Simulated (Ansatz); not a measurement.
## Ansatz (development build ahead of 0.2.0) run

```yaml
crystal:
  periodic: [false, false, false]
  atoms:
    - { symbol: B, position_ang: [0.0, 0.0, 0.0] }
    - { symbol: Si, position_ang: [0.98883, 1.31845, 2.85452] }
basis:
  gaussian: { orbitals: "6-31G" }
magnetization:
  initial_magnetization: 3
hamiltonian:
  xc: hf
correlation:
  method: fci
  frozen_orbitals: { B: 1, Si: 5 }
```

The input is written out in the form of the current development build from the run's settings.

Output:

```yaml
Converged: yes
Total_energy: -313.43835 hartree
State: lowest quartet root, of any spatial symmetry
```
